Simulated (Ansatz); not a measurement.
Input file:

```yaml
crystal:
  periodic: [false, false, false]
  atoms:
    - {symbol: B, position_ang: [0.000000, 0.000000, 1.484785]}
    - {symbol: Al, position_ang: [0.000000, 0.000000, -0.755666]}
    - {symbol: H, position_ang: [0.000000, 1.004980, 2.151421]}
    - {symbol: H, position_ang: [0.000000, -1.004980, 2.151421]}
basis:
  gaussian: {orbitals: 6-31G}
magnetization: {spin_polarized: true, initial_magnetization: 2}
correlation: {method: ccsdt_q, electrons: outside_noble_gas}
```

```sh
$ ansatz run in.yaml --threads 1 --pin off --events-out ev --progress --plain --max-ram 2393MiB
```

Log:

```
560 factors; integrals over basis functions are off by at most 2.1e-7 eV
mean field evaluation 1: about -7281.3329 eV, gradient 9.4e0 eV
mean field evaluation 2: about -7281.3322 eV, gradient 9.4e0 eV
mean field evaluation 4: about -7282.5802 eV, gradient 1.5e0 eV
mean field evaluation 8: about -7282.7346 eV, gradient 3.5e-1 eV
mean field evaluation 16: about -7282.7695 eV, gradient 2.9e-6 eV
mean field evaluation 32: about -7282.1252 eV, gradient 1.9e-6 eV
mean field evaluation 64: about -7282.1317 eV, gradient 3.0e-1 eV
mean field evaluation 96: about -7280.3430 eV, gradient 2.2e-1 eV
mean field evaluation 128: about -7279.8722 eV, gradient 8.9e-1 eV
mean field evaluation 160: about -7280.3482 eV, gradient 1.4e-3 eV
mean field evaluation 192: about -7282.7772 eV, gradient 2.3e-1 eV
mean field evaluation 224: about -7280.3435 eV, gradient 1.9e-1 eV
mean field -7282.76947769 eV, -267.6368418667 hartree, gradient 2.9e-6 eV, S^2 2.017558; 8 other end points of the search recorded, 0 dependent functions left out
determinant -7282.76947769 eV, -267.6368418667 hartree, with singles and doubles -7285.49667750 eV, -267.7370646110 hartree
determinant -7282.12523931 eV, -267.6131665428 hartree, with singles and doubles -7284.47554168 eV, -267.6995385618 hartree
determinant -7280.34823636 eV, -267.5478628889 hartree, with singles and doubles -7282.91596957 eV, -267.6422253440 hartree
determinant -7279.74526117 eV, -267.5257039596 hartree, with singles and doubles -7282.94607282 eV, -267.6433316180 hartree
6 core orbitals not correlated: weight in the atoms' cores, before any rotation towards them, 1.000 or more for the frozen orbitals, at most 0.000 for the correlated occupied ones
reference -7282.76947769 eV, -267.6368418667 hartree; 5, 3 occupied and 15, 17 virtual orbitals, 560 factors
second order -1.97527061 eV of doubles, -0.00000000 eV of singles
cycle   1  -2.40005741 eV  change   -4.2e-1 eV  update   8.2e-2
cycle   2  -2.70952554 eV  change   -3.1e-1 eV  update   4.6e-2
cycle   3  -2.79977082 eV  change   -9.0e-2 eV  update   3.0e-2
cycle   4  -2.83529265 eV  change   -3.6e-2 eV  update   2.0e-2
cycle   5  -2.84162510 eV  change   -6.3e-3 eV  update   7.3e-3
cycle   6  -2.84327330 eV  change   -1.6e-3 eV  update   3.2e-3
cycle   7  -2.84308192 eV  change    1.9e-4 eV  update   1.1e-3
cycle   8  -2.84343902 eV  change   -3.6e-4 eV  update   4.3e-4
cycle   9  -2.84333570 eV  change    1.0e-4 eV  update   1.8e-4
cycle  10  -2.84322484 eV  change    1.1e-4 eV  update   6.6e-5
cycle  11  -2.84324741 eV  change   -2.3e-5 eV  update   2.5e-5
cycle  12  -2.84324999 eV  change   -2.6e-6 eV  update   1.1e-5
cycle  13  -2.84325812 eV  change   -8.1e-6 eV  update   4.9e-6
cycle  14  -2.84325793 eV  change    2.0e-7 eV  update   2.2e-6
cycle  15  -2.84325651 eV  change    1.4e-6 eV  update   1.0e-6
cycle  16  -2.84325578 eV  change    7.3e-7 eV  update   5.5e-7
perturbative correction -0.00409750 eV, -0.0001505803 hartree
Total energy: -7285.61683097 eV, -267.7414801696 hartree
```

For the same geometry and basis full CI lies 0.9 meV lower.

Ran on 1 thread of AMD EPYC 9R05, shared host: 1.6 s wall, 0.16 GiB peak host memory.
